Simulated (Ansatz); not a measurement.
```yaml
crystal:
  periodic: [false, false, false]
  atoms:
    - {symbol: Li, position_ang: [-0.749133, -1.034817, -1.021425]}
    - {symbol: Li, position_ang: [0.282634, 0.235796, 0.597456]}
    - {symbol: Li, position_ang: [-1.084876, 1.192174, -1.214143]}
    - {symbol: H, position_ang: [1.051494, -1.154717, 0.059849]}
    - {symbol: H, position_ang: [0.023468, 2.094931, -0.295228]}
    - {symbol: H, position_ang: [1.371402, -0.653516, 2.053011]}
    - {symbol: H, position_ang: [-1.325006, -0.194708, 0.365746]}
    - {symbol: H, position_ang: [-1.135411, -0.237443, -2.572825]}
    - {symbol: H, position_ang: [0.922021, 0.117959, 2.595875]}
basis:
  gaussian: {orbitals: def2-SVPD}
total_charge: -1
hamiltonian: {xc: {name: B2PLYP}}
output: {forces: true}
```

```sh
$ ansatz run in.yaml --threads 4 --pin off --events-out ev --progress --plain --max-ram 3916MiB
```

Shortened log:

```
Functional definition: B2PLYP
977 factors; integrals over basis functions are off by at most 8.0e-4 eV
mean field evaluation 1: about -705.6823 eV, gradient 1.4e1 eV
mean field evaluation 2: about -705.6817 eV, gradient 1.4e1 eV
mean field evaluation 4: about -706.8018 eV, gradient 4.1e-1 eV
mean field evaluation 8: about -706.8032 eV, gradient 2.4e-3 eV
mean field -706.80316846 eV, -25.9745373524 hartree, gradient 1.8e-6 eV, S^2 0.000000; 0 other end points of the search recorded, 0 dependent functions left out
reference -706.80334522 eV, -25.9745438483 hartree; 8, 8 occupied and 76, 76 virtual orbitals, 977 factors
second order -4.97023382 eV of doubles, -0.00000000 eV of singles
mean field evaluation 16: about -706.8037 eV, gradient 2.0e-2 eV
Total energy: -708.14530835 eV, -26.0238600837 hartree
Atom 0 at    -0.749133    -1.034817    -1.021425 Å, force     0.377070    -0.755107    -0.130159 eV/Å
Atom 1 at     0.282634     0.235796     0.597456 Å, force     0.332483     0.721999     0.492099 eV/Å
Atom 2 at    -1.084876     1.192174    -1.214143 Å, force    -0.227004    -0.042881    -0.160068 eV/Å
Atom 3 at     1.051494    -1.154717     0.059849 Å, force     0.006082    -0.305522    -0.271614 eV/Å
Atom 4 at     0.023468     2.094931    -0.295228 Å, force     0.225102    -0.124412     0.133180 eV/Å
Atom 5 at     1.371402    -0.653516     2.053011 Å, force    -1.912908     3.051506     1.741582 eV/Å
Atom 6 at    -1.325006    -0.194708     0.365746 Å, force    -0.510833     0.151042    -0.274701 eV/Å
Atom 7 at    -1.135411    -0.237443    -2.572825 Å, force    -0.070005     0.258652     0.369106 eV/Å
Atom 8 at     0.922021     0.117959     2.595875 Å, force     1.780013    -2.955277    -1.899424 eV/Å
Dipole moment:    -0.266246    -0.181758     0.493233 e Å
```

Run time 1.6 s (4 threads of Arm Neoverse V2 on a shared host).

Correlated methods freeze no core orbitals; core or outer-core shells of Li are correlated, in sets that lack core-valence functions.

The dipole of an ion depends on the origin.
